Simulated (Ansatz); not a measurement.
## Yb: frozen-core PAW against all-electron methods

```
Yb
1.0
     0.00000    2.61128    2.61128
     2.61128    0.00000    2.61128
     2.61128    2.61128    0.00000
Yb
1
Direct
  0.00000 0.00000 0.00000
```

The cell was built from the fcc type and relaxed in the same program, and has space group Fm-3m; it needn't be a known or the stable phase.

Where the f shell is localised, expect the real compound to differ from this run without U.

Spin–orbit coupling is left out, though it moves levels of the heavy atoms by tenths of an eV or more.

Levels of theory: DFT, LDA, PAW with Ansatz's default frozen-core files, scalar-relativistic (Ansatz 0.2.0); DFT, LDA, all-electron LAPW, scalar-relativistic (Ansatz 0.2.0).

For PAW: a Γ-centred 13×13×13 k mesh, Fermi–Dirac smearing of 0.05 eV, cutoff 420 eV, no spin polarisation; the PAW files were made with PBE, and the program remakes their frozen cores for this functional. LAPW targets a basis error of 0.25 meV/atom. The Ansatz runs share mesh, smearing and spin set-up. Plane-wave (PAW) pressures include the program's estimate of the Pulay term.

Stress and pressure are positive in compression.

Levels count from the Fermi level.

PAW results:

```
                      quantity     PAW
                pressure (GPa)   -3.20
highest filled level at L (eV)  -0.330
  lowest empty level at L (eV)   0.452
highest filled level at U (eV)  -0.182
  lowest empty level at U (eV)   0.070
highest filled level at Γ (eV)  -0.333
  lowest empty level at Γ (eV)   2.755
```

(1) What does LAPW (all electrons) give for the same quantities?

Answers

(1) 
```json
{"quantity": "pressure (GPa)", "LAPW": "-3.18"}
{"quantity": "highest filled level at L (eV)", "LAPW": "-0.332"}
{"quantity": "lowest empty level at L (eV)", "LAPW": "0.452"}
{"quantity": "highest filled level at U (eV)", "LAPW": "-0.182"}
{"quantity": "lowest empty level at U (eV)", "LAPW": "0.071"}
{"quantity": "highest filled level at Γ (eV)", "LAPW": "-0.335"}
{"quantity": "lowest empty level at Γ (eV)", "LAPW": "2.757"}
```
